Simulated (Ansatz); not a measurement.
Phonon frequency of some cubic elemental solids other than molecular ones

Method: LDA (Ansatz, a first-principles code, PAW). References are measured values at room or unstated temperature, uncorrected unless marked, so that the deviations hold thermal and zero-point effects besides the level's error. The table is a random draw of 10 from 22 values with such references.

Values in cm⁻¹.

```
solid                        reference   LDA  deviation (%)
---------------------------  ---------  ----  -------------
fcc Pd (L T)                       111   117           +5.4
fcc Au (X T)                        92    89           -3.3
diamond-structure Si (L TA)        114   105           -7.9
diamond-structure Si (L LO)        420   412           -1.9
fcc Cu (L L)                       247   274          +10.9
fcc Pd (L L)                       234   244           +4.3
diamond (L LA)                    1029  1077           +4.7
fcc Pd (X T)                       155   165           +6.5
fcc Au (X L)                       154   156           +1.3
fcc Cu (L T)                       114   124           +8.8
```

Over these 10 values the mean deviation is +2.9 %, the mean absolute deviation 5.5 % (median 5.0 %), and the worst case fcc Cu (L L) at +10.9 %; the value is above the reference in 7 of 10 cases. Over all 22, from unrounded values, the mean deviation is +2.1 % and the mean absolute deviation 4.7 % (median 3.8 %).

Spin–orbit coupling is left out, also for the solids with elements from indium on (fcc Au); its size isn't shown.

Differences are worked out from the printed values.

Each level is taken at its own relaxed cell. Ansatz's density-functional and Hartree–Fock values are scalar-relativistic unless marked +SOC, with PAW data made under PBE.

Ansatz's runs of these crystals have no spin polarisation.

Not in this set, of the elemental solids other than molecular ones with a reference value in our tables and a result at some level: 8 for a run that failed a test (LDA); 5 for a doubt noted on the run at LDA; 4 for a reference of another kind, counted apart. These can be a level's best or worst cases. Solids without a released value at any level aren't counted. Layered and molecular crystals are counted apart. The metals Ce to Yb are counted apart.

References as tabulated in Savrasov and Savrasov (1996), arXiv:cond-mat/9604124; Greeff and Graf (2004), arXiv:cond-mat/0311614; Giannozzi et al., Phys. Rev. B (1991); Yang et al. (2021), arXiv:2106.07201 and others.
